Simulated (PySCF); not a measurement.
dimethylamine (C2H7N), SMILES CNC. Atoms are numbered in the order given.

```xyz
10

C      0.0201    -0.2223     1.2121
N     -0.1470     0.5620     0.0000
C      0.0201    -0.2223    -1.2121
H      0.9791    -0.7643     1.2649
H     -0.7797    -0.9641     1.2772
H     -0.0569     0.4263     2.0857
H      0.5033     1.3376     0.0000
H      0.9791    -0.7643    -1.2649
H     -0.0569     0.4263    -2.0857
H     -0.7797    -0.9641    -1.2772
```
Charge 0, spin multiplicity 1.

The structure is a stationary point at B3LYP-D3(BJ)/def2-TZVP.

All values below come from r2SCAN/def2-TZVPD (PySCF).

Symmetry labels are those of the subgroup Cs that the program uses (full group Cs).

### Question
List the valence orbital energies around the gap with their symmetry. (Estimate from the structure and the level; the computed values follow.)

### Answer

```tsv
orbital	symmetry	energy (eV)
HOMO−7	A'	-16.17
HOMO−6	A'	-12.44
HOMO−5	A'	-11.12
HOMO−4	A"	-11.03
HOMO−3	A"	-9.64
HOMO−2	A'	-9.08
HOMO−1	A"	-9.02
HOMO	A'	-5.24
LUMO	A'	0.57
LUMO+1	A"	1.48
LUMO+2	A'	1.50
LUMO+3	A'	2.48
```
